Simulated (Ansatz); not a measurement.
# Worked example: correlation energy of CH3⁺, triplet

Geometry: a PBE0/def2-TZVP stationary point for this spin, not checked as a minimum.

```tsv
atom	x (Å)	y (Å)	z (Å)
C	0.0000	0.0000	0.0548
H	0.0000	0.6835	-0.8953
H	0.0000	0.0000	1.1377
H	0.0000	-0.6835	-0.8953
```

Basis cc-pVDZ; Ansatz 0.2.0. Only valence electrons are correlated (noble-gas cores frozen), which leaves 6 electrons in 28 orbitals. R marks a restricted (for open shells ROHF) determinant, U an unrestricted one.

Full CI is exact within this basis and frozen core; it isn't the basis-set limit. The frozen core follows each run's orbitals, which can shift R against U totals by a few meV.

Runs differ by some tens of microhartree through their thresholds and, for an open shell, their frozen cores, so steps under 0.1 kcal/mol mean nothing.

```json
{"level": "UHF", "total energy (hartree)": "-39.104383"}
{"level": "UMP2", "total energy (hartree)": "-39.202115"}
{"level": "UCCSD", "total energy (hartree)": "-39.224214"}
{"level": "UCCSD(T)", "total energy (hartree)": "-39.226338"}
{"level": "UCCSDT", "total energy (hartree)": "-39.226808"}
{"level": "UCCSDT(Q)", "total energy (hartree)": "-39.226890"}
{"level": "full CI", "total energy (hartree)": "-39.226850"}
```

**Question.** What is the correlation energy at full CI, and what share of it do UMP2 and UCCSD recover?

**Answer.** E(corr) = -39.226850 − (-39.104383) = -0.122467 hartree = -3.332 eV. UMP2: -0.097732 / -0.122467 = 79.80 %. UCCSD: -0.119831 / -0.122467 = 97.85 %.

**Question.** By how many kcal/mol does UCCSD(T) miss full CI (1 hartree = 627.509 kcal/mol), and which steps make up the rest?

**Answer.** -39.226338 − (-39.226850) = 0.000512 hartree = 0.32 kcal/mol. Steps: UCCSDT − UCCSD(T) = -0.29, UCCSDT(Q) − UCCSDT = -0.05, full CI − UCCSDT(Q) = 0.03 kcal/mol. That is within 1 kcal/mol of the reference in this basis, which itself misses far more of the correlation at the basis-set limit.
